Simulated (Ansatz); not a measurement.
Rock-salt MgO, treated with G0W0@PBE (hard PAW, contour deformation; Ansatz, an electronic-structure program).

The same calculation (at the measured cell, 9.307 Å³/atom) with different numerical settings; throughout: k mesh 2×2×2:

| run | response cutoff (eV) | empty bands | quasiparticle gap on the mesh (eV) | quasiparticle gap at Γ (eV) | rough time |
|---|---|---|---|---|---|
| 1 | 100 | 78 | 6.248 | 6.248 | under 3 core-s |
| 2 | 150 | 143 | 6.436 | 6.436 | under 3 core-s |
| 3 | 200 | 220 | 6.560 | 6.560 | 4 core-s |
| 4 | 250 | 307 | 6.627 | 6.627 | 8 core-s |
| 5 | 300 | 403 | ___ | ___ | 20 core-s |

Q: Some entries are withheld; supply them.

A: 
- 5, quasiparticle gap on the mesh (eV): 6.666
- 5, quasiparticle gap at Γ (eV): 6.666

In the column quasiparticle gap on the mesh (eV) the first row differs from the last by -0.418 and the next to last by -0.039.

The last row is no converged limit: other settings stay fixed.
